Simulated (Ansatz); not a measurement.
PBE exchange is replaced step by step with exact exchange (0 % is PBE, 25 % PBE0; no dispersion term), basis def2-TZVPD, Ansatz. System: the cluster B3H3⁻ (the lowest doublet isomer of a short search). Charge -1, multiplicity 2. Geometry: r2SCAN-D4/def2-TZVPD, each spin state at its own.

Geometry of the doublet:

```xyz
6

B    -0.8785    0.1655    0.2170
B     0.0516   -0.2976   -0.9362
B     0.8441    0.0158    0.3622
H    -1.6172    0.5211    1.0897
H     0.1198   -0.6549   -2.0820
H     1.4802    0.2501    1.3493
```

At PBE-D4/def2-TZVPD, PBE with 5 % exact exchange/def2-TZVPD, PBE with 10 % exact exchange/def2-TZVPD, PBE with 15 % exact exchange/def2-TZVPD the highest occupied level of the charge -1 doublet lies above zero (up to 0.81 eV). By energy differences its removal costs 2.21 eV (vertical, to the charge 0 singlet, at PBE-D4/def2-TZVPD); a positive level beside a positive removal energy at the same level points to self-interaction error. At PBE-D4/def2-TZVPD, PBE with 5 % exact exchange/def2-TZVPD, PBE with 10 % exact exchange/def2-TZVPD, PBE with 15 % exact exchange/def2-TZVPD and others the highest occupied level of the charge -1 quartet lies above zero (up to 1.78 eV). It is a level of α spin, whose loss leaves a triplet; that state wasn't run at this geometry and level. The electron is either unbound and held by the finite basis, or the level is raised by self-interaction error. The structure comes from a short search, and lower isomers may exist.

HOMO and LUMO are taken over both spins.

| exact exchange (%) | HOMO (eV) | LUMO (eV) | gap (eV) | ⟨S²⟩ | quartet − doublet (kJ/mol) |
| --- | --- | --- | --- | --- | --- |
| 0 | 0.81 | 2.04 | 1.24 | 0.756 | 250.6 |
| 5 | 0.60 | 2.24 | 1.64 | 0.756 | 250.1 |
| 10 | 0.39 | 2.43 | 2.05 | 0.757 | 249.5 |
| 15 | 0.17 | 2.62 | 2.45 | 0.758 | 248.8 |
| 25 | -0.26 | 3.00 | 3.26 | 0.759 | 247.2 |
| 35 | -0.70 | 3.36 | 4.06 | 0.761 | 245.2 |

(1) Fit a straight line to the column «quartet − doublet (kJ/mol)» against the share of exact exchange and predict its value at 50 %.

Answers

(1) With x = exact exchange (%) and y = quartet − doublet (kJ/mol): mean x = 15, mean y = 248.6; Σ(x − x̄)(y − ȳ) = -131.5, Σ(x − x̄)² = 850; slope b = -0.1547, intercept a = ȳ − b·x̄ = 250.9. The residuals of the fitted rows reach 0.3. At x = 50 the line gives 250.9 + (-0.1547 × 50) = 243.2; the run gave 241.9, 1.3 less than the line.
